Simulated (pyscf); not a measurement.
# Four-centre exchange: H₂N–InH₂ (SMILES [NH2][InH2]) + H₂ (SMILES [H][H]) → H₂N–InH₂ (SMILES [NH2][InH2]) + H₂ (SMILES [H][H])

Gas phase, singlet surface, charge 0. Bonds broken: In2–H5, H7–H8. Bonds formed: In2–H7, H5–H8. Structures and frequencies: ωB97X-D3(BJ)/def2-SVP in PySCF.

Transition state (Å):

```xyz
8

N      0.6511    -0.5639    -1.1294
In    -0.2355     1.0702    -0.2948
H      1.6335    -0.4151    -1.3558
H      0.6074    -1.3872    -0.5306
H      0.4301     1.3882     1.5512
H     -0.9087     2.5269    -0.8201
H     -1.4088     0.3587     1.1462
H     -0.5399     0.8314     1.5737
```

One imaginary mode, 1683i cm⁻¹; descent along it reached the two sides named.

```json
[
 {"bond": "In2–H5", "change": "breaks", "reactant side (Å)": "1.719", "saddle": "1.988", "product side": "2.9"},
 {"bond": "H7–H8", "change": "breaks", "reactant side (Å)": "0.761", "saddle": "1.078", "product side": "3.0"},
 {"bond": "In2–H7", "change": "forms", "reactant side (Å)": "2.9", "saddle": "1.990", "product side": "1.719"},
 {"bond": "H5–H8", "change": "forms", "reactant side (Å)": "3.0", "saddle": "1.119", "product side": "0.762"}
]
```

Electronic energies relative to the separated reactants (kcal/mol):

| level | barrier | reaction energy | reverse barrier |
|---|---|---|---|
| ωB97X-D3(BJ)/def2-TZVP | 40.4 | 0.0 | 40.4 |
| PBE/def2-TZVP | 34.8 | 0.0 | 34.8 |
| r²SCAN/def2-TZVP | 36.0 | 0.0 | 36.0 |
| B3LYP-D3(BJ)/def2-TZVP | 39.5 | 0.0 | 39.5 |
| PBE0-D3(BJ)/def2-TZVP | 36.4 | 0.0 | 36.4 |
| M06-2X/def2-TZVP | 40.5 | 0.0 | 40.5 |
| ωB97M-D3(BJ)/def2-TZVP | 40.9 | 0.0 | 40.9 |
| HF/def2-TZVP | 52.2 | 0.0 | 52.2 |

With ωB97M-D3(BJ)/def2-TZVP energies and thermal terms (ideal gas, 1 atm, RRHO with modes under 100 cm⁻¹ raised to 100, one conformer, R ln 2 for chiral ones without a mode under 150 cm⁻¹), in kcal/mol:

```tsv
T (K)	ΔH‡	ΔG‡	ΔH	ΔG
298	41.0	48.7	0.0	0.0
600	40.0	57.0	0.0	0.0
900	39.9	65.6	0.0	0.0
1200	40.1	74.1	0.0	0.0
```

At the saddle there is also a short H–In contact that neither side keeps. The same reactants have a lower exit, to NH₃ + InH₃ (barrier +19.2 kcal/mol at ωB97M-D3(BJ)/def2-TZVP, against +40.9 kcal/mol here). One saddle was located; it need not be the lowest between these sides. Elements past Kr carry the def2 core potentials, without spin-orbit coupling.
